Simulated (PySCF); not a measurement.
Species: 2-methylthiazole, C4H5NS.
Bonds: C1–C2, C2–N3 (aromatic), N3–C4 (aromatic), C4–C5 (aromatic), C5–S6 (aromatic), C2–S6 (aromatic). Hydrogens: H7, H8, H9 on C1; H10 on C4; H11 on C5.

The same species was optimised twice, with GFN2-xTB and with PBE0-D3(BJ)/def2-SVP (PySCF), and the same property calculations (PySCF, gas phase) were run on both structures.

```csv
coordinate,GFN2-xTB,PBE0-D3(BJ)/def2-SVP,change
C2–N3 (Å),1.281,1.299,+0.018
C2–S6 (Å),1.761,1.746,-0.015
C4–C5 (Å),1.356,1.367,+0.011
N3–C4 (Å),1.355,1.365,+0.010
C1–C2 (Å),1.480,1.490,+0.010
C5–S6 (Å),1.721,1.719,-0.002
C2–S6–C5 (°),88.2,89.4,+1.2
C2–N3–C4 (°),112.6,111.6,-1.0
C4–C5–S6 (°),110.3,109.4,-0.9
C1–C2–N3 (°),125.3,124.6,-0.7
C1–C2–S6 (°),121.0,121.7,+0.7
N3–C4–C5 (°),115.2,115.8,+0.6
N3–C2–S6 (°),113.7,113.8,+0.1
```

Rotational constants: A = 5316, B = 3320, C = 2070 MHz (GFN2-xTB) against A = 5333, B = 3276, C = 2056 MHz (PBE0-D3(BJ)/def2-SVP).

On the GFN2-xTB structure: HOMO (eV) -7.03 [PBE0/pcSseg-1]; LUMO (eV) -0.69 [PBE0/pcSseg-1]; dipole (D) 1.15 [PBE0/pcSseg-1]; GIAO shielding of C1 (ppm) 164.9 [PBE0/pcSseg-1]; GIAO shielding of C2 (ppm) 15.5 [PBE0/pcSseg-1]; GIAO shielding of N3 (ppm) -83.1 [PBE0/pcSseg-1]; GIAO shielding of C4 (ppm) 42.8 [PBE0/pcSseg-1]; GIAO shielding of C5 (ppm) 57.9 [PBE0/pcSseg-1]; GIAO shielding of S6 (ppm) 235.0 [PBE0/pcSseg-1].

Task: What do these properties become on the PBE0-D3(BJ)/def2-SVP structure?

Result: 
```csv
property,level,on GFN2-xTB,on PBE0-D3(BJ)/def2-SVP,change
HOMO (eV),PBE0/pcSseg-1,-7.03,-7.04,-0.01
LUMO (eV),PBE0/pcSseg-1,-0.69,-0.72,-0.03
dipole (D),PBE0/pcSseg-1,1.15,1.23,+0.08
"energy, GFN2-xTB geometry as zero (kcal/mol)",PBE0/pcSseg-1,0.0,-0.5,-0.5
GIAO shielding of C1 (ppm),PBE0/pcSseg-1,164.9,163.3,-1.6
GIAO shielding of C2 (ppm),PBE0/pcSseg-1,15.5,13.9,-1.6
GIAO shielding of N3 (ppm),PBE0/pcSseg-1,-83.1,-92.1,-9.0
GIAO shielding of C4 (ppm),PBE0/pcSseg-1,42.8,38.3,-4.5
GIAO shielding of C5 (ppm),PBE0/pcSseg-1,57.9,57.3,-0.6
GIAO shielding of S6 (ppm),PBE0/pcSseg-1,235.0,235.8,+0.8
```

The heavy atoms differ by 0.012 Å rms after alignment. Among bonds between heavy atoms C2–N3 changes most (+0.018 Å). Changes are differences of the printed values. Neither structure is proved a minimum here.
